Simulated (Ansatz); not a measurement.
Results of LDA (PAW; Ansatz, a quantum-chemistry and plane-wave program) for SrBiO₂Cl (Cmcm, No. 63; cell taken from a computed entry).

Run with plane-wave cutoff 520 eV, 8×8×6 k mesh (along the axes of the cell as run), Fermi–Dirac smearing 0.01 eV, scalar-relativistic PAW data made under PBE.

Cell (relaxed with PBEsol):

```cif
data_Bi2Cl2O4Sr2
_chemical_formula_sum 'Sr2 Bi2 Cl2 O4'
_space_group_name_H-M_alt 'P 1'
_space_group_IT_number 1
_cell_length_a 6.77319
_cell_length_b 6.77319
_cell_length_c 5.58841
_cell_angle_alpha 90.000
_cell_angle_beta 90.000
_cell_angle_gamma 130.332
loop_
_space_group_symop_operation_xyz
  'x, y, z'
loop_
_atom_site_label
_atom_site_type_symbol
_atom_site_fract_x
_atom_site_fract_y
_atom_site_fract_z
_atom_site_occupancy
Sr1 Sr 0.89020 0.10980 0.25000 1
Sr2 Sr 0.10980 0.89020 0.75000 1
Bi1 Bi 0.41648 0.58352 0.75000 1
Bi2 Bi 0.58352 0.41648 0.25000 1
Cl1 Cl 0.75573 0.24427 0.75000 1
Cl2 Cl 0.24427 0.75573 0.25000 1
O1 O 0.73561 0.73561 0.50000 1
O2 O 0.26439 0.26439 0.50000 1
O3 O 0.26439 0.26439 0.00000 1
O4 O 0.73561 0.73561 0.00000 1
```

**Question.** Estimate the band gap, smallest direct gap on the k points sampled and Γ–Γ gap that the calculation returns.

**Answer.** 
- band gap = 3.28 eV
- smallest direct gap on the k points sampled = 3.45 eV
- Γ–Γ gap = 3.99 eV

Note: cell and atoms aren't relaxed at this level (pressure -2.8 GPa); this cell isn't known to be the ambient phase, and symmetry holds it in the calculation.

Spin–orbit coupling is not included; with these elements it can move the gap by several tenths of an eV or more.

Computed values are for the static lattice.

Cost on a shared machine: very roughly 110 core-seconds.
